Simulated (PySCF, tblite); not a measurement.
Isomers of C4H7O2 (doublet state), one GFN2-xTB conformer each. Single-point energies are computed at B3LYP/pcH-1 (PySCF, gas phase, no added dispersion term), electronic only. GFN2-xTB treats the open shell by occupation alone, and not every SCF solution was tested for stability.

Question: Rank them by B3LYP/pcH-1 energy, lowest first (kcal/mol).
A. `[CH3:1][C:2]([CH3:3])[O:4][CH:5]=[O:6]` (doublet state) with C1–C2–O4–C5 180°, C2–O4–C5–O6 0°
B. `[CH3:1][O:2][CH:3][CH2:4][CH:5]=[O:6]` (doublet state) with C1–O2–C3–C4 -149°, O2–C3–C4–C5 96°, C3–C4–C5–O6 -93°
C. `[CH3:1][O:2][CH:3][C:4]([CH3:5])=[O:6]` (doublet state) with C1–O2–C3–C4 180°, O2–C3–C4–C5 0°
D. `[CH2:1][CH2:2][C:3](=[O:4])[O:5][CH3:6]` (doublet state) with H–C1–C2–C3 -81° and 84°, C1–C2–C3–O4 -89°, C2–C3–O5–C6 -175°
E. `[CH3:1][O:2][CH2:3][CH2:4][C:5]=[O:6]` (doublet state) with C1–O2–C3–C4 180°, O2–C3–C4–C5 180°, C3–C4–C5–O6 0°
F. `[CH2:1][O:2][CH2:3][C:4]([CH3:5])=[O:6]` (doublet state) with H–C1–O2–C3 20° and 174°, C1–O2–C3–C4 -174°, O2–C3–C4–C5 -3°

Answer: A (0.0), C (1.8), D (3.0), E (15.6), F (17.9), B (27.0).

Neighbours under 5.0 kcal/mol apart (C[C](C)OC=O and CO[CH]C(C)=O; CO[CH]C(C)=O and [CH2]CC(=O)OC; COCC[C]=O and [CH2]OCC(C)=O) can change places with a better method, another conformer or zero-point energy. GFN2-xTB itself gives, in the same order: 0.0, 6.0, 11.2, 26.9, 26.7, 24.5. Both levels put the same isomer lowest; measured from each level's own lowest isomer, the values differ by up to 11.3 kcal/mol (COCC[C]=O: 26.9 against 15.6).

Question: What happens when harmonic zero-point energies from GFN2-xTB frequencies are added?

Answer: 
```
       SMILES  ZPE (kcal/mol)  electronic (kcal/mol)  with ZPE (kcal/mol)
  C[C](C)OC=O            63.3                    0.0                  0.0
 CO[CH]C(C)=O            63.6                    1.8                  2.2
[CH2]CC(=O)OC            63.1                    3.0                  2.8
    COCC[C]=O            64.0                   15.6                 16.3
[CH2]OCC(C)=O            62.4                   17.9                 16.9
   CO[CH]CC=O            63.2                   27.0                 26.8
```

The zero-point energies span 1.6 kcal/mol. The order is unchanged.

Question: As an exercise, what shares would exp(−E/RT) give at 298.15 K from these electronic energies alone (no entropy, no degeneracies)?

Answer: RT = 0.592 kcal/mol: C[C](C)OC=O 95.0 %, CO[CH]C(C)=O 4.4 %, [CH2]CC(=O)OC 0.6 %, COCC[C]=O under 0.1 %, [CH2]OCC(C)=O under 0.1 %, CO[CH]CC=O under 0.1 %.
